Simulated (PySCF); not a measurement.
**Working out the electron affinity of F**

F⁻ [Ne] (1S) → F [He] 2s2 2p5 (2P). Calculation: PySCF 2.14, in aug-cc-pwCVTZ; the non-relativistic Hamiltonian (point nucleus). Frozen: 1s2. Energies in hartree (1 hartree = 27.21139 eV):

```json
{"part": "UHF", "F⁻ (lower)": "-99.450867", "F (upper)": "-99.406944"}
{"part": "CCSD correlation", "F⁻ (lower)": "-0.294884", "F (upper)": "-0.223021"}
{"part": "(T)", "F⁻ (lower)": "-0.010708", "F (upper)": "-0.004676"}
```

**Question.** What does Hartree-Fock give?

**Answer.** (-99.406944) − (-99.450867) = 0.043923 hartree = 1.195 eV.

**Question.** What do CCSD and CCSD(T) give?

**Answer.** The CCSD correlation energies differ by 0.071863 hartree = 1.955 eV and the triples by 0.006032 hartree = 0.164 eV, so CCSD gives 3.150 eV and CCSD(T) 3.314 eV.

A first-order spin-orbit estimate adds -0.017 eV to CCSD(T) (valence), giving 3.297 eV against 3.401 eV (measured; photodetachment measurements, as compiled on the Wikipedia data page of electron affinities).

What remains against the reference includes basis incompleteness, the frozen core and higher excitations.
